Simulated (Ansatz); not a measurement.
Rock-salt PbTe, treated with G0W0@HSE06 (plane waves, hard PAW, contour deformation; Ansatz, an electronic-structure program).

The cell has the measured lattice parameters. Conventional cell: a = 6.4620 Å, b = 6.4620 Å, c = 6.4620 Å, α = 90.00°, β = 90.00°, γ = 90.00°.

The quasiparticle gap at Γ at a fixed k mesh 2×2×2:

```csv
response cutoff,value (eV)
"150 eV, 517 empty bands",5.670
"200 eV, 796 empty bands",5.683
"250 eV, 1112 empty bands",5.691
"300 eV, 1462 empty bands",5.697
```

**Question.** Taking the value to converge with the response cutoff E as E^(−3/2), extrapolate from the last two rows.

**Answer.** With y = y∞ + c/w and weights w = 3953 and 5196 for the last two rows, y∞ = (w2 y2 − w1 y1)/(w2 − w1) = (5196 × 5.697 − 3953 × 5.691)/1243 = 5.716 eV, which lies 0.019 beyond the last row. Successive pairs of rows give 5.707, 5.711, 5.716. The limit also hangs on the law assumed, so its last digits aren't firm.

The other settings are not extrapolated, so this is the limit in one setting alone.

At the last cutoff the smallest gap on this mesh is 1.11 eV, with an edge away from Γ.

Spin–orbit coupling is not included; with these elements it can move the gap by several tenths of an eV or more.

Note: filled d or f shells below the valence bands can shift G0W0 gaps through exchange with them, which wasn't tested here. Note: GW on a hybrid start was not checked against another program.
